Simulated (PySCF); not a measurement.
PySCF input (PBE/3-21G):

```python
import numpy as np, basis_set_exchange as bse
from pyscf import gto, scf, dft, df

basis = {'H': gto.basis.parse(bse.get_basis('3-21G', elements=['H'], fmt='nwchem')), 'P': gto.basis.parse(bse.get_basis('3-21G', elements=['P'], fmt='nwchem'))}
mol = gto.M(
    atom='''
    P     0.00293147    0.00160888    0.12817703
    H    -0.00384980    1.18388197   -0.65609339
    H     1.01199153   -0.61366513   -0.65676338
    H    -1.05211382   -0.59435001   -0.60979871
    ''',
    basis=basis,
    charge=0,
    verbose=4,
    max_memory=8640,
)
mf = dft.RKS(mol, xc='pbe')
mf.grids.level = 3
mf.conv_tol = 1e-9
mf.max_cycle = 100
print('smallest overlap eigenvalue', np.linalg.eigvalsh(mol.intor('int1e_ovlp'))[0])
mf.kernel()
dip = mf.dip_moment()
```

Output:

```
PySCF version 2.14.0

[INPUT] verbose = 4
[INPUT] num. atoms = 4
[INPUT] num. electrons = 18
[INPUT] charge = 0
[INPUT] spin (= nelec alpha-beta = 2S) = 0
[INPUT] symmetry False subgroup None
[INPUT] Mole.unit = angstrom
[INPUT] Symbol           X                Y                Z      unit          X                Y                Z       unit  Magmom
[INPUT]  1 P      0.002931470000   0.001608880000   0.128177030000 AA    0.005539675442   0.003040342567   0.242219482160 Bohr   0.0
[INPUT]  2 H     -0.003849800000   1.183881970000  -0.656093390000 AA   -0.007275067634   2.237212687111  -1.239836819237 Bohr   0.0
[INPUT]  3 H      1.011991530000  -0.613665130000  -0.656763380000 AA    1.912386832080  -1.159659027896  -1.241102916844 Bohr   0.0
[INPUT]  4 H     -1.052113820000  -0.594350010000  -0.609798710000 AA   -1.988206971670  -1.123158741033  -1.152352553013 Bohr   0.0

nuclear repulsion = 17.5531721951201
number of shells = 13
number of NR pGTOs = 36
number of NR cGTOs = 19
basis = {'H': [[0, [5.447178, 0.1562849787], [0.82454724, 0.9046908767]], [0, [0.18319158, 1.0]]], 'P': [[0, [1054.9, 0.06554071355], [159.195, 0.3840360794], [34.5304, 0.6745411394]], [0, [44.2866, -0.1021300535], [10.1019, 0.08159224271], [2.73997, 0.9697885076]], [0, [1.21865, -0.3714960219], [0.395546, 1.270993496]], [0, [0.122811, 1.0]], [1, [44.2866, 0.1108510025], [10.1019, 0.4564950104], [2.73997, 0.6069360139]], [1, [1.21865, 0.09158231022], [0.395546, 0.9349241043]], [1, [0.122811, 1.0]]]}
ecp = {}
smallest overlap eigenvalue 0.020600303978389682

******** <class 'pyscf.dft.rks.RKS'> ********
method = RKS
initial guess = minao
damping factor = 0
level_shift factor = 0
DIIS = <class 'pyscf.scf.diis.CDIIS'>
diis_start_cycle = 1
diis_space = 8
diis_damp = 0
SCF conv_tol = 1e-09
SCF conv_tol_grad = None
SCF max_cycles = 100
direct_scf = True
direct_scf_tol = 1e-13
XC library pyscf.dft.libxc version 7.1.2
    S. Lehtola, C. Steigemann, M. J. T. Oliveira, and M. A. L. Marques,  SoftwareX 7, 1–5 (2018)
XC functionals = pbe
    J. P. Perdew, K. Burke, and M. Ernzerhof,  Phys. Rev. Lett. 77, 3865 (1996)
    J. P. Perdew, K. Burke, and M. Ernzerhof,  Phys. Rev. Lett. 78, 1396 (1997)
    J. P. Perdew, K. Burke, and M. Ernzerhof,  Phys. Rev. Lett. 77, 3865 (1996)
    J. P. Perdew, K. Burke, and M. Ernzerhof,  Phys. Rev. Lett. 78, 1396 (1997)
radial grids:
    Treutler-Ahlrichs [JCP 102, 346 (1995); DOI:10.1063/1.469408] (M4) radial grids

becke partition: Becke, JCP 88, 2547 (1988); DOI:10.1063/1.454033
pruning grids: <function nwchem_prune>
grids dens level: 3
symmetrized grids: False
atomic radii adjust function: <function treutler_atomic_radii_adjust>
small_rho_cutoff = 0
Set gradient conv threshold to 3.16228e-05
Initial guess from minao.
tot grids = 48608
init E= -340.858853620774
  HOMO = -0.286138645061057  LUMO = -0.00596732036587767  gap/eV = 7.62385
cycle= 1 E= -341.194466008622  delta_E= -0.336  |g|= 0.102  |ddm|= 1.51
  HOMO = -0.207119619307456  LUMO = 0.0312925703372863  gap/eV = 6.48753
cycle= 2 E= -341.193550364809  delta_E= 0.000916  |g|= 0.123  |ddm|= 0.383
  HOMO = -0.230024623192292  LUMO = 0.0209927674592841  gap/eV = 6.83053
cycle= 3 E= -341.199388054708  delta_E= -0.00584  |g|= 0.00372  |ddm|= 0.176
  HOMO = -0.231747607230698  LUMO = 0.0201765720427714  gap/eV = 6.85521
cycle= 4 E= -341.199392466217  delta_E= -4.41e-06  |g|= 0.000252  |ddm|= 0.00711
  HOMO = -0.231828678341733  LUMO = 0.0200929313290102  gap/eV = 6.85514
cycle= 5 E= -341.199392493273  delta_E= -2.71e-08  |g|= 5.33e-05  |ddm|= 0.000607
  HOMO = -0.23182826596389  LUMO = 0.0201010520055562  gap/eV = 6.85535
cycle= 6 E= -341.199392494722  delta_E= -1.45e-09  |g|= 8.86e-07  |ddm|= 0.000103
  HOMO = -0.231828402130958  LUMO = 0.0201009087347408  gap/eV = 6.85535
cycle= 7 E= -341.199392494722  delta_E= -1.14e-13  |g|= 9.61e-08  |ddm|= 3.27e-06
  HOMO = -0.231828419562403  LUMO = 0.0201008918507499  gap/eV = 6.85535
Extra cycle  E= -341.199392494722  delta_E= -3.98e-13  |g|= 1.02e-07  |ddm|= 2.55e-07
converged SCF energy = -341.199392494722
Dipole moment(X, Y, Z, Debye): -0.03490, -0.01915, -1.52610
```
